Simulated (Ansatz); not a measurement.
Input for Ansatz (development build ahead of 0.2.0):

```yaml
crystal:
  periodic: [false, false, false]
  atoms:
    - { symbol: "N", position_ang: [0.0, 0.0, -0.56528] }
    - { symbol: O, position_ang: [0.0, 0.0, 0.49462] }
basis:
  gaussian: { orbitals: def2-TZVP }
total_charge: 1
hamiltonian:
  xc: hf
correlation:
  method: mp2
  frozen_orbitals: { "N": 1, O: 1 }
```

The input is written out in the form of the current development build from the run's settings.

Output:

```
Converged                       : yes
Reference energy                : -128.97207 hartree
Correlation energy              : -0.40201 hartree
Total energy                    : -129.37407 hartree
Spin squared of the determinant : 0.000
```
